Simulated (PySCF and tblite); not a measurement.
Values are calculated unless marked as measured or tabulated.
C₅H₁₂, numbered as in [CH3:1][CH2:2][CH2:3][CH2:4][CH3:5]. The same 4 conformers on PBE0-D3(BJ)/def2-SVP geometries, with only the solvent of the single-point energies changed (functional PBE0, basis set def2-TZVP, D3(BJ) where defined; PySCF).

Torsions listed: C1–C2–C3–C4, C2–C3–C4–C5. Of a mirror pair one member is shown.

```tsv
conformer	shape	symmetry	dipole D
1	-177°, -65°	C1 (pair)	0.08
2	180°, 180°	C2v	0.09
3	60°, 60°	C2 (pair)	0.07
4	-63°, 88°	C1 (pair)	0.15
```

Energies (kcal/mol) above conformer 1 and its weight at 298.15 K (thermal terms from GFN2-xTB):

```csv
solvent,E(2) − E(1),E(3) − E(1),E(4) − E(1),weight of 1 (%),dipole of 1 (D),of 2
gas phase,-0.61,0.40,2.27,48,0.08,0.09
cyclohexane,-0.61,0.40,2.28,49,0.08,0.10
chloroform,-0.61,0.40,2.28,48,0.09,0.10
acetone,?,?,?,?,?,?
water,-0.62,0.40,2.29,48,0.09,0.11
```

What does acetone give?

E(2) − E(1) = -0.61 kcal/mol, E(3) − E(1) = 0.41 kcal/mol, E(4) − E(1) = 2.29 kcal/mol, weight of conformer 1 48 %, dipoles 0.09 and 0.10 D.

How much does the choice of solvent matter?

The widest range is that of E(4) − E(1), which runs from 2.27 (gas phase) to 2.29 kcal/mol (water), a spread of 0.02, against RT = 0.59.
